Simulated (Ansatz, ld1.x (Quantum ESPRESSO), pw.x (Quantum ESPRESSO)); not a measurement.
## What a changed setting does to a pw.x run (sc B)

Potential: PAW, ld1.x (Quantum ESPRESSO) 7.5, LDA (PW92); core [He], reference 2s1 2p0; waves: 2s (bound): rcut 1.20, rcutus 1.65 bohr; 2s channel at -1.9 Ry: rcut 1.20, rcutus 1.65 bohr; 2p (bound, empty): rcut 2.20, rcutus 2.40 bohr; 2p channel at -1.5 Ry: rcut 2.20, rcutus 2.40 bohr; 3d channel at 0.2 Ry: rcut 1.50, rcutus 1.85 bohr; local part: all-electron potential smoothed inside 1.55 bohr (lloc = -1); core correction: a·sin(br)/r model core inside 0.85 bohr; augmentation: BESSEL, radius 1.35 bohr.

The reference run (k-mesh 17³, cutoffs 40/320 Ry, Fermi–Dirac 0.01 Ry, mixing_beta 0.4, conv_thr 1e-9, no spin) gives 1.16 GPa at 6.519 Å³/atom, where all-electron LAPW gives -1.14 GPa. This run, with its own iteration cap, changes ecutrho/ecutwfc to 3.

```
&control
  calculation='scf', prefix='x', pseudo_dir='./', outdir='./tmp', tstress=.true., disk_io='none'
/
&system
  ibrav=0, nat=1, ntyp=1, ecutwfc=40, ecutrho=120, nbnd=8,
  occupations='smearing', smearing='fd', degauss=0.01
/
&electrons
  conv_thr=1e-09, mixing_beta=0.4, electron_maxstep=50
/
ATOMIC_SPECIES
B 1.0 B.UPF
CELL_PARAMETERS angstrom
  1.86807221 0.00000000 0.00000000
  0.00000000 1.86807221 0.00000000
  0.00000000 0.00000000 1.86807221
ATOMIC_POSITIONS crystal
B 0.0000 0.0000 0.0000
K_POINTS automatic
17 17 17 0 0 0
```

```bash
pw.x < B.scf.in > B.scf.out
```

How does the run end?

It converges in 5 iterations; the free energy moves by +0.3 meV/atom and the pressure by -0.01 GPa. Below 4 the density is truncated and F is no longer variational, so a small shift in one case is no licence.

```
Message from routine set_cutoff:
     ecutrho < 4*ecutwfc, are you sure?
     Message from routine setup:
     using ibrav=0 with symmetry is DISCOURAGED, use correct ibrav instead
     lattice parameter (alat)  =       3.5301  a.u.
     unit-cell volume          =      43.9924 (a.u.)^3
     number of electrons       =         3.00
     number of Kohn-Sham states=            8
     kinetic-energy cutoff     =      40.0000  Ry
     charge density cutoff     =     120.0000  Ry
     scf convergence threshold =      1.0E-09
     Exchange-correlation= SLA  PW   NOGX NOGC
     number of k points=   165  Fermi-Dirac smearing, width (Ry)=  0.0100
     iteration #  1     ecut=    40.00 Ry     beta= 0.40
     total energy              =     -10.88540347 Ry
     estimated scf accuracy    <       0.02234098 Ry
     iteration #  2     ecut=    40.00 Ry     beta= 0.40
     total energy              =     -10.90274683 Ry
     estimated scf accuracy    <       0.00712703 Ry
     iteration #  3     ecut=    40.00 Ry     beta= 0.40
     total energy              =     -10.90385931 Ry
     estimated scf accuracy    <       0.00020774 Ry
     iteration #  4     ecut=    40.00 Ry     beta= 0.40
     total energy              =     -10.90386688 Ry
     estimated scf accuracy    <       0.00000030 Ry
     iteration #  5     ecut=    40.00 Ry     beta= 0.40
     the Fermi energy is    10.4230 ev
!    total energy              =     -10.90386692 Ry
     estimated scf accuracy    <          9.6E-10 Ry
     smearing contrib. (-TS)   =      -0.00135161 Ry
     The total energy is F=E-TS. E is the sum of the following terms:
     one-electron contribution =       3.95172930 Ry
     hartree contribution      =       0.09678922 Ry
     xc contribution           =      -2.46984496 Ry
     ewald contribution        =      -7.23360613 Ry
     one-center paw contrib.   =      -5.24758273 Ry
     convergence has been achieved in   5 iterations
          total   stress  (Ry/bohr**3)                   (kbar)     P=       11.48
     Message from routine punch:
     Nothing written, as per user request (disk_io='none')
```

The run took about 1.7 s on one core of a shared host (Neoverse-V2, 96 threads, 742 GiB, load 74).
